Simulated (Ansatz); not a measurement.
# CH₄ with SiNH₅: superposition error and deformation

Aim: split the binding of a pair into the counterpoise interaction, the basis-set superposition error and the cost of deforming the fragments.

Method: PBE0-D4 structures, single points in def2-TZVPPD; program: Ansatz 0.2.0, Gaussian basis.

Levels: PBE-D4, revPBE-D4, BLYP-D4, r2SCAN-D4, B97M-V, PBE0-D4, B3LYP-D4, HSE06-D4, wB97X-V, wB97M-V, B2PLYP, Hartree-Fock, MP2, CCSD, CCSD(T).

Correlated methods freeze the cores. B3LYP uses VWN-RPA correlation. B2PLYP carries no dispersion term here.

129 further runs of the same task are left out: 129 set aside as unsound or not needed.

## 1. Where the work starts

The relaxed pair: 12 atoms, charge 0, spin multiplicity 1.

Atoms are counted from 1 here; the program's logs count them from 0.

Bond lengths: C1–H2 1.090 Å, C1–H3 1.090 Å, C1–H4 1.090 Å, C1–H5 1.090 Å, Si6–N7 1.720 Å, Si6–H8 1.485 Å, Si6–H9 1.485 Å, Si6–H10 1.494 Å, N7–H11 1.007 Å, N7–H12 1.007 Å. Angles: H2–C1–H3 109.5°, H2–C1–H4 109.5°, H2–C1–H5 109.5°, H3–C1–H4 109.4°, H3–C1–H5 109.5°, H4–C1–H5 109.5°, N7–Si6–H8 107.8°, N7–Si6–H9 107.8°, N7–Si6–H10 115.8°, H8–Si6–H9 110.7°, H8–Si6–H10 107.4°, H9–Si6–H10 107.3°, Si6–N7–H11 119.7°, Si6–N7–H12 119.7°, H11–N7–H12 110.7°.

Geometry (Å):

```csv
atom,x (Å),y (Å),z (Å)
C1,-0.10830,-0.17760,-2.59037
H2,-0.82803,0.62538,-2.43402
H3,0.83256,0.07684,-2.10242
H4,0.06258,-0.31034,-3.65838
H5,-0.49902,-1.10282,-2.16757
Si6,0.06743,0.07178,1.19206
N7,-0.08785,0.21578,2.89926
H8,-0.60598,-1.18649,0.77992
H9,-0.59537,1.24849,0.57375
H10,1.46610,0.02220,0.66846
H11,0.15157,1.08390,3.35041
H12,0.14419,-0.56712,3.48900
```

Atoms 1 to 5 are fragment A (CH₄), the rest fragment B (SiNH₅). From earlier runs, pair energy (eV) and counterpoise interaction (meV):

```csv
method,E(pair),interaction
PBE-D4,-10545.57171,-48
revPBE-D4,-10551.40132,-42
BLYP-D4,-10552.16734,-32
r2SCAN-D4,-10551.03649,-34
B97M-V,-10551.20250,-36
PBE0-D4,-10546.87005,-43
B3LYP-D4,-10554.73196,-37
HSE06-D4,-10546.50439,-43
wB97X-V,-10551.38609,-38
wB97M-V,-10550.93143,-35
B2PLYP,-10547.74968,-2
Hartree-Fock,-10518.96367,24
MP2,-10534.05714,-30
CCSD(T),-10535.96313,-33
```

First each fragment is run alone in its own basis, frozen in the shape it has in the pair (a, b).

## 2. PBE-D4/def2-TZVPPD

Contents of a/in.yaml:

```yaml
crystal:
  periodic: [false, false, false]
  atoms:
    - {symbol: C, position_ang: [-0.108300, -0.177596, -2.590370]}
    - {symbol: H, position_ang: [-0.828034, 0.625381, -2.434015]}
    - {symbol: H, position_ang: [0.832563, 0.076839, -2.102423]}
    - {symbol: H, position_ang: [0.062584, -0.310337, -3.658385]}
    - {symbol: H, position_ang: [-0.499019, -1.102824, -2.167568]}
basis:
  gaussian: {orbitals: "def2-TZVPPD.json"}
hamiltonian: {xc: pbe, dispersion: d4}
```

Contents of b/in.yaml:

```yaml
crystal:
  periodic: [false, false, false]
  atoms:
    - {symbol: Si, position_ang: [0.067435, 0.071783, 1.192064]}
    - {symbol: N, position_ang: [-0.087849, 0.215783, 2.899255]}
    - {symbol: H, position_ang: [-0.605977, -1.186493, 0.779915]}
    - {symbol: H, position_ang: [-0.595366, 1.248489, 0.573752]}
    - {symbol: H, position_ang: [1.466100, 0.022196, 0.668457]}
    - {symbol: H, position_ang: [0.151568, 1.083902, 3.350413]}
    - {symbol: H, position_ang: [0.144194, -0.567123, 3.489002]}
basis:
  gaussian: {orbitals: "def2-TZVPPD.json"}
hamiltonian: {xc: pbe, dispersion: d4}
```

The basis file named in the input lies beside it (Basis Set Exchange, JSON).

The same command starts each run, in its folder.

Run with:

```sh
ansatz run in.yaml --threads 4 --pin off --events-out ev --progress --plain --max-ram 9574MiB
```

Output in a:

```text
Functional definition: PBE
  name "PBE"
  cite "Perdew, Burke & Ernzerhof, Phys. Rev. Lett. 77, 3865 (1996) doi:10.1103/PhysRevLett.77.3865"
  parent pbe
  parameter kappa = 0.804
  parameter beta = 0.06672455060314922
  exchange = pbe_x(kappa = kappa, mu = beta*pi^2/3)
  correlation = pbe_c(beta = beta)
410 factors; their error is unknown
mean field evaluation 1: about -1093.6314 eV, gradient 5.8e1 eV
mean field evaluation 2: about -1085.4248 eV, gradient 7.3e1 eV
mean field evaluation 4: about -1101.1087 eV, gradient 2.4e-1 eV
mean field evaluation 8: about -1101.0904 eV, gradient 2.9e-3 eV
mean field -1101.09042222 eV, -40.4643266706 hartree, gradient 2.6e-6 eV, S^2 0.000000; 0 other end points of the search recorded, 0 dependent functions left out
reference -1101.09045331 eV, -40.4643278133 hartree; 5, 5 occupied and 100, 100 virtual orbitals, 410 factors
Total energy: -1101.11422422 eV, -40.4652013780 hartree
```

Output in b, shortened:

```text
[... 4 set-up lines as earlier in the session ...]
[...]
779 factors; their error is unknown
[...]
mean field -9444.32230316 eV, -347.0724430497 hartree, gradient 1.2e-5 eV, S^2 0.000000; 0 other end points of the search recorded, 0 dependent functions left out
reference -9444.32234467 eV, -347.0724445748 hartree; 13, 13 occupied and 157, 157 virtual orbitals, 779 factors
Total energy: -9444.40652310 eV, -347.0755380754 hartree
```

Times: 0.25 s (a), 0.7 s (b) on 4 threads of Arm Neoverse V1, shared host.

## 3. r2SCAN-D4/def2-TZVPPD

Each input of step 2 (a, b) changes in the same lines:

```diff
-hamiltonian: {xc: pbe, dispersion: d4}
+hamiltonian: {xc: r2scan, dispersion: d4}
```

The same command starts each run, in its folder.

Run with:

```sh
ansatz run in.yaml --threads 4 --pin off --events-out ev --progress --plain --max-ram 9574MiB
```

Log of a, shortened:

```text
Functional definition: r2SCAN
  name "r2SCAN"
  cite "Furness, Kaplan, Ning, Perdew & Sun, J. Phys. Chem. Lett. 11, 8208 (2020) doi:10.1021/acs.jpclett.0c02405"
  cite "Furness, Kaplan, Ning, Perdew & Sun, J. Phys. Chem. Lett. 11, 9248 (2020) doi:10.1021/acs.jpclett.0c03077"
  parent r2scan
[...]
410 factors; their error is unknown
[...]
mean field -1102.08570307 eV, -40.5009025674 hartree, gradient 7.9e-6 eV, S^2 0.000000; 0 other end points of the search recorded, 0 dependent functions left out
reference -1102.08571064 eV, -40.5009028456 hartree; 5, 5 occupied and 100, 100 virtual orbitals, 410 factors
Total energy: -1102.09136078 eV, -40.5011104845 hartree
```

b printed, shortened:

```text
[... 5 set-up lines as earlier in the session ...]
[...]
779 factors; their error is unknown
[...]
mean field -9448.88955668 eV, -347.2402865207 hartree, gradient 5.5e-5 eV, S^2 0.000000; 0 other end points of the search recorded, 0 dependent functions left out
reference -9448.88956918 eV, -347.2402869801 hartree; 13, 13 occupied and 157, 157 virtual orbitals, 779 factors
Total energy: -9448.90893406 eV, -347.2409986262 hartree
```

Wall times: 0.65 s (a), 1.6 s (b) on 4 threads of Arm Neoverse V1, shared host.

## 4. PBE0-D4/def2-TZVPPD

The same edit goes into each in.yaml of step 3 (a, b):

```diff
-hamiltonian: {xc: r2scan, dispersion: d4}
+hamiltonian: {xc: pbe0, dispersion: d4}
+output: {orbitals: {seedname: orbitals}}
```

The same command starts each run, in its folder.

Run with:

```sh
ansatz run in.yaml --threads 4 --pin off --events-out ev --progress --plain --max-ram 9574MiB
```

Output in a, shortened:

```text
Functional definition: PBE0
  name "PBE0"
  cite "Adamo & Barone, J. Chem. Phys. 110, 6158 (1999) doi:10.1063/1.478522"
[... 2 set-up lines as earlier in the session ...]
[...]
410 factors; their error is unknown
[...]
mean field -1101.39272236 eV, -40.4754359961 hartree, gradient 4.2e-5 eV, S^2 0.000000; 0 other end points of the search recorded, 0 dependent functions left out
reference -1101.39274353 eV, -40.4754367738 hartree; 5, 5 occupied and 100, 100 virtual orbitals, 410 factors
Total energy: -1101.41183393 eV, -40.4761383333 hartree
```

Output in b, shortened:

```text
[... 5 set-up lines as earlier in the session ...]
[...]
796 factors; their error is unknown
[...]
mean field -9445.34348381 eV, -347.1099707462 hartree, gradient 1.9e-5 eV, S^2 0.000000; 0 other end points of the search recorded, 0 dependent functions left out
reference -9445.34351373 eV, -347.1099718457 hartree; 13, 13 occupied and 157, 157 virtual orbitals, 796 factors
Total energy: -9445.41288781 eV, -347.1125212963 hartree
```

They took 0.3 s (a), 0.95 s (b) on 4 threads of Arm Neoverse V1, shared host.

## 5. B3LYP-D4/def2-TZVPPD

The same edit goes into each in.yaml of step 4 (a, b):

```diff
-hamiltonian: {xc: pbe0, dispersion: d4}
-output: {orbitals: {seedname: orbitals}}
+hamiltonian: {xc: {name: B3LYP}, dispersion: d4}
```

The same command starts each run, in its folder.

Run with:

```sh
ansatz run in.yaml --threads 4 --pin off --events-out ev --progress --plain --max-ram 9574MiB
```

Output in a, shortened:

```text
Functional definition: B3LYP
  name "B3LYP"
  cite "Stephens, Devlin, Chabalowski & Frisch, J. Phys. Chem. 98, 11623 (1994) doi:10.1021/j100096a001"
  cite "Becke, Phys. Rev. A 38, 3098 (1988) doi:10.1103/PhysRevA.38.3098"
  cite "Lee, Yang & Parr, Phys. Rev. B 37, 785 (1988) doi:10.1103/PhysRevB.37.785"
  cite "Vosko, Wilk & Nusair, Can. J. Phys. 58, 1200 (1980) doi:10.1139/p80-159"
[...]
410 factors; their error is unknown
[...]
mean field -1103.12630778 eV, -40.5391440851 hartree, gradient 5.4e-5 eV, S^2 0.000000; 0 other end points of the search recorded, 0 dependent functions left out
reference -1103.12649750 eV, -40.5391510571 hartree; 5, 5 occupied and 100, 100 virtual orbitals, 410 factors
Total energy: -1103.16430953 eV, -40.5405406237 hartree
```

b printed, shortened:

```text
[... 6 set-up lines as earlier in the session ...]
[...]
789 factors; their error is unknown
[...]
mean field -9451.39145259 eV, -347.3322294994 hartree, gradient 2.2e-5 eV, S^2 0.000000; 0 other end points of the search recorded, 0 dependent functions left out
reference -9451.39168999 eV, -347.3322382237 hartree; 13, 13 occupied and 157, 157 virtual orbitals, 789 factors
Total energy: -9451.52803746 eV, -347.3372489009 hartree
```

They took 0.35 s (a), 1.1 s (b) on 4 threads of Arm Neoverse V1, shared host.

## 6. wB97X-V/def2-TZVPPD

The same edit goes into each in.yaml of step 5 (a, b):

```diff
-hamiltonian: {xc: {name: B3LYP}, dispersion: d4}
+hamiltonian: {xc: {name: wB97X-V}}
```

The same command starts each run, in its folder.

Run with:

```sh
ansatz run in.yaml --threads 4 --pin off --events-out ev --progress --plain --max-ram 9574MiB
```

Log of a, shortened:

```text
Functional definition: wB97X-V
  name "wB97X-V"
  cite "Mardirossian & Head-Gordon, Phys. Chem. Chem. Phys. 16, 9904 (2014) doi:10.1039/C3CP54374A"
  cite "Becke, J. Chem. Phys. 107, 8554 (1997) doi:10.1063/1.475007"
  cite "Vydrov & Van Voorhis, J. Chem. Phys. 133, 244103 (2010) doi:10.1063/1.3521275"
[...]
      + integral(e_c_pw_opposite_spin*poly(b97_u_opposite, cos0, cos1)) + vv10(b, c)
410 factors; their error is unknown
151 factors; integrals over basis functions are off by at most 1.8e-5 eV
[...]
mean field -1102.51116508 eV, -40.5165380080 hartree, gradient 3.3e-5 eV, S^2 0.000000; 0 other end points of the search recorded, 0 dependent functions left out
reference -1102.51116377 eV, -40.5165379596 hartree; 5, 5 occupied and 100, 100 virtual orbitals, 410 factors
Total energy: -1102.51116377 eV, -40.5165379596 hartree
```

b printed, shortened:

```text
[... 5 set-up lines as earlier in the session ...]
[...]
      + integral(e_c_pw_opposite_spin*poly(b97_u_opposite, cos0, cos1)) + vv10(b, c)
789 factors; their error is unknown
239 factors; integrals over basis functions are off by at most 1.7e-5 eV
[...]
mean field -9448.83418718 eV, -347.2382517292 hartree, gradient 2.5e-5 eV, S^2 0.000000; 0 other end points of the search recorded, 0 dependent functions left out
reference -9448.83418516 eV, -347.2382516547 hartree; 13, 13 occupied and 157, 157 virtual orbitals, 789 factors
Total energy: -9448.83418516 eV, -347.2382516547 hartree
```

Wall times: 0.9 s (a), 2.8 s (b) on 4 threads of Arm Neoverse V1, shared host.

## 7. wB97M-V/def2-TZVPPD

The same edit goes into each in.yaml of step 6 (a, b):

```diff
-hamiltonian: {xc: {name: wB97X-V}}
+hamiltonian: {xc: {name: wB97M-V}}
```

The same command starts each run, in its folder.

Run with:

```sh
ansatz run in.yaml --threads 4 --pin off --events-out ev --progress --plain --max-ram 9574MiB
```

Output in a, shortened:

```text
Functional definition: wB97M-V
  name "wB97M-V"
  cite "Mardirossian & Head-Gordon, J. Chem. Phys. 144, 214110 (2016) doi:10.1063/1.4952647"
[... 2 set-up lines as earlier in the session ...]
  # Of w^i u^j: cxij and so on, Table III.
[...]
  gx(w, u) = 1 - cx + cx01*u + cx10*w
[...]
      + integral(e_c_pw_mod_opposite_spin*gos(b97_w_opposite, b97_u_opposite)) + vv10(b, c)
410 factors; their error is unknown
151 factors; integrals over basis functions are off by at most 1.8e-5 eV
[...]
mean field -1101.86662403 eV, -40.4928515610 hartree, gradient 2.6e-5 eV, S^2 0.000000; 0 other end points of the search recorded, 0 dependent functions left out
reference -1101.86665674 eV, -40.4928527631 hartree; 5, 5 occupied and 100, 100 virtual orbitals, 410 factors
Total energy: -1101.86665674 eV, -40.4928527631 hartree
```

b printed, shortened:

```text
[... 5 set-up lines as earlier in the session ...]
  # Of w^i u^j: cxij and so on, Table III.
[...]
  gx(w, u) = 1 - cx + cx01*u + cx10*w
[...]
      + integral(e_c_pw_mod_opposite_spin*gos(b97_w_opposite, b97_u_opposite)) + vv10(b, c)
784 factors; their error is unknown
239 factors; integrals over basis functions are off by at most 1.7e-5 eV
[...]
mean field -9449.02673877 eV, -347.2453278693 hartree, gradient 7.7e-5 eV, S^2 0.000000; 0 other end points of the search recorded, 0 dependent functions left out
reference -9449.02678992 eV, -347.2453297491 hartree; 13, 13 occupied and 157, 157 virtual orbitals, 784 factors
Total energy: -9449.02678992 eV, -347.2453297491 hartree
```

Times: 0.9 s (a), 3 s (b) on 4 threads of Arm Neoverse V1, shared host.

## 8. B2PLYP/def2-TZVPPD

The same edit goes into each in.yaml of step 7 (a, b):

```diff
-hamiltonian: {xc: {name: wB97M-V}}
+hamiltonian: {xc: {name: B2PLYP}}
```

One command serves all of them, each in its own folder.

Run with:

```sh
ansatz run in.yaml --threads 4 --pin off --events-out ev --progress --plain --max-ram 9574MiB
```

a printed, shortened:

```text
Functional definition: B2PLYP
  name "B2PLYP"
  cite "Grimme, J. Chem. Phys. 124, 034108 (2006) doi:10.1063/1.2148954"
[... 2 set-up lines as earlier in the session ...]
[...]
575 factors; integrals over basis functions are off by at most 9.3e-4 eV
[...]
mean field -1099.97324217 eV, -40.4232710612 hartree, gradient 9.2e-6 eV, S^2 0.000000; 0 other end points of the search recorded, 0 dependent functions left out
1 core orbitals not correlated: weight in the atoms' cores, before any rotation towards them, 1.000 or more for the frozen orbitals, at most 0.000 for the correlated occupied ones
reference -1099.97335470 eV, -40.4232751965 hartree; 4, 4 occupied and 100, 100 virtual orbitals, 575 factors
second order -6.46478061 eV of doubles, -0.00000000 eV of singles
Total energy: -1101.71884546 eV, -40.4874207989 hartree
```

Log of b, shortened:

```text
[... 5 set-up lines as earlier in the session ...]
[...]
949 factors; integrals over basis functions are off by at most 1.3e-3 eV
[...]
mean field -9442.87889678 eV, -347.0193988434 hartree, gradient 4.5e-6 eV, S^2 0.000000; 0 other end points of the search recorded, 0 dependent functions left out
6 core orbitals not correlated: weight in the atoms' cores, before any rotation towards them, 1.000 or more for the frozen orbitals, at most 0.000 for the correlated occupied ones
reference -9442.87904505 eV, -347.0194042921 hartree; 7, 7 occupied and 157, 157 virtual orbitals, 949 factors
second order -11.64770164 eV of doubles, -0.00000000 eV of singles
Total energy: -9446.02392449 eV, -347.1349764800 hartree
```

They took 0.5 s (a), 1.6 s (b) on 4 threads of Arm Neoverse V1, shared host.

## 9. BLYP-D4/def2-TZVPPD

The same edit goes into each in.yaml of step 8 (a, b):

```diff
-hamiltonian: {xc: {name: B2PLYP}}
+hamiltonian: {xc: {name: BLYP}, dispersion: d4}
```

The same command starts each run, in its folder.

Run with:

```sh
ansatz run in.yaml --threads 4 --pin off --events-out ev --progress --plain --max-ram 9574MiB
```

Log of a, shortened:

```text
Functional definition: BLYP
  name "BLYP"
[... 2 set-up lines as earlier in the session ...]
[...]
410 factors; their error is unknown
[...]
mean field -1102.10567259 eV, -40.5016364335 hartree, gradient 4.7e-5 eV, S^2 0.000000; 0 other end points of the search recorded, 0 dependent functions left out
reference -1102.10594174 eV, -40.5016463249 hartree; 5, 5 occupied and 100, 100 virtual orbitals, 410 factors
Total energy: -1102.16305879 eV, -40.5037453377 hartree
```

b printed, shortened:

```text
[... 4 set-up lines as earlier in the session ...]
[...]
779 factors; their error is unknown
[...]
mean field -9449.77629050 eV, -347.2728733876 hartree, gradient 8.0e-5 eV, S^2 0.000000; 0 other end points of the search recorded, 0 dependent functions left out
reference -9449.77661858 eV, -347.2728854440 hartree; 13, 13 occupied and 157, 157 virtual orbitals, 779 factors
Total energy: -9449.96896075 eV, -347.2799538884 hartree
```

Wall times: 0.35 s (a), 0.9 s (b) on 4 threads of Arm Neoverse V1, shared host.

## 10. revPBE-D4/def2-TZVPPD

Each input of step 9 (a, b) changes in the same lines:

```diff
-hamiltonian: {xc: {name: BLYP}, dispersion: d4}
+hamiltonian: {xc: {name: revPBE}, dispersion: d4}
```

One command serves all of them, each in its own folder.

Run with:

```sh
ansatz run in.yaml --threads 4 --pin off --events-out ev --progress --plain --max-ram 9574MiB
```

Log of a, shortened:

```text
Functional definition: revPBE
  name "revPBE"
  cite "Zhang & Yang, Phys. Rev. Lett. 80, 890 (1998) doi:10.1103/PhysRevLett.80.890"
[... 1 set-up line as earlier in the session ...]
[...]
410 factors; their error is unknown
[...]
mean field -1102.57781174 eV, -40.5189872273 hartree, gradient 6.0e-6 eV, S^2 0.000000; 0 other end points of the search recorded, 0 dependent functions left out
reference -1102.57785164 eV, -40.5189886938 hartree; 5, 5 occupied and 100, 100 virtual orbitals, 410 factors
Total energy: -1102.68833490 eV, -40.5230488785 hartree
```

b printed, shortened:

```text
[... 4 set-up lines as earlier in the session ...]
[...]
779 factors; their error is unknown
[...]
mean field -9448.37941739 eV, -347.2215392476 hartree, gradient 5.9e-5 eV, S^2 0.000000; 0 other end points of the search recorded, 0 dependent functions left out
reference -9448.37947022 eV, -347.2215411888 hartree; 13, 13 occupied and 157, 157 virtual orbitals, 779 factors
Total energy: -9448.66863104 eV, -347.2321676533 hartree
```

Wall times: 0.3 s (a), 0.8 s (b) on 4 threads of Arm Neoverse V1, shared host.

## 11. B97M-V/def2-TZVPPD

The same edit goes into each in.yaml of step 10 (a, b):

```diff
-hamiltonian: {xc: {name: revPBE}, dispersion: d4}
+hamiltonian: {xc: {name: B97M-V}}
```

The same command starts each run, in its folder.

Run with:

```sh
ansatz run in.yaml --threads 4 --pin off --events-out ev --progress --plain --max-ram 9574MiB
```

Log of a, shortened:

```text
Functional definition: B97M-V
  name "B97M-V"
  cite "Mardirossian & Head-Gordon, J. Chem. Phys. 142, 074111 (2015) doi:10.1063/1.4907719"
[... 2 set-up lines as earlier in the session ...]
  # Of w^i u^j: cxij and so on, Table III.
[...]
  gx(w, u) = cx00 + cx01*u + cx02*u^2 + (cx10 + cx11*u)*w
[...]
  gos(w, u) = cos00 + cos01*u + cos03*u^3 + cos10*w + cos32*w^3*u^2
[...]
      + integral(e_c_pw_mod_opposite_spin*gos(b97_w_opposite, b97_u_opposite)) + vv10(b, c)
410 factors; their error is unknown
[...]
mean field -1102.89639390 eV, -40.5306949057 hartree, gradient 3.4e-5 eV, S^2 0.000000; 0 other end points of the search recorded, 0 dependent functions left out
reference -1102.89643465 eV, -40.5306964034 hartree; 5, 5 occupied and 100, 100 virtual orbitals, 410 factors
Total energy: -1102.89643465 eV, -40.5306964034 hartree
```

b printed, shortened:

```text
[... 5 set-up lines as earlier in the session ...]
  # Of w^i u^j: cxij and so on, Table III.
[...]
  gx(w, u) = cx00 + cx01*u + cx02*u^2 + (cx10 + cx11*u)*w
[...]
  gos(w, u) = cos00 + cos01*u + cos03*u^3 + cos10*w + cos32*w^3*u^2
[...]
      + integral(e_c_pw_mod_opposite_spin*gos(b97_w_opposite, b97_u_opposite)) + vv10(b, c)
779 factors; their error is unknown
[...]
mean field -9448.26788820 eV, -347.2174406252 hartree, gradient 2.2e-5 eV, S^2 0.000000; 0 other end points of the search recorded, 0 dependent functions left out
reference -9448.26794884 eV, -347.2174428540 hartree; 13, 13 occupied and 157, 157 virtual orbitals, 779 factors
Total energy: -9448.26794884 eV, -347.2174428540 hartree
```

Times: 1.1 s (a), 3 s (b) on 4 threads of Arm Neoverse V1, shared host.

## 12. HSE06-D4/def2-TZVPPD

The same edit goes into each in.yaml of step 11 (a, b):

```diff
-hamiltonian: {xc: {name: B97M-V}}
+hamiltonian: {xc: hse06, dispersion: d4}
```

The same command starts each run, in its folder.

Run with:

```sh
ansatz run in.yaml --threads 4 --pin off --events-out ev --progress --plain --max-ram 9574MiB
```

Output in a, shortened:

```text
Functional definition: HSE06
  name "HSE06"
  cite "Heyd, Scuseria & Ernzerhof, J. Chem. Phys. 118, 8207 (2003) doi:10.1063/1.1564060"
  cite "Krukau, Vydrov, Izmaylov & Scuseria, J. Chem. Phys. 125, 224106 (2006) doi:10.1063/1.2404663"
  cite "Heyd & Scuseria, J. Chem. Phys. 120, 7274 (2004) doi:10.1063/1.1668634"
  cite "Ernzerhof & Perdew, J. Chem. Phys. 109, 3313 (1998) doi:10.1063/1.476928"
[...]
410 factors; their error is unknown
55 factors; integrals over basis functions are off by at most 2.8e-6 eV
[...]
mean field -1101.30901921 eV, -40.4723599618 hartree, gradient 2.4e-5 eV, S^2 0.000000; 0 other end points of the search recorded, 0 dependent functions left out
reference -1101.30904718 eV, -40.4723609899 hartree; 5, 5 occupied and 100, 100 virtual orbitals, 410 factors
Total energy: -1101.32625712 eV, -40.4729934435 hartree
```

b printed, shortened:

```text
[... 6 set-up lines as earlier in the session ...]
[...]
796 factors; their error is unknown
89 factors; integrals over basis functions are off by at most 2.7e-6 eV
[...]
mean field -9445.06905207 eV, -347.0998855658 hartree, gradient 1.4e-5 eV, S^2 0.000000; 0 other end points of the search recorded, 0 dependent functions left out
reference -9445.06909182 eV, -347.0998870265 hartree; 13, 13 occupied and 157, 157 virtual orbitals, 796 factors
Total energy: -9445.13302487 eV, -347.1022365227 hartree
```

Wall times: 0.35 s (a), 1.1 s (b) on 4 threads of Arm Neoverse V1, shared host.

[end of part 1 of 3]
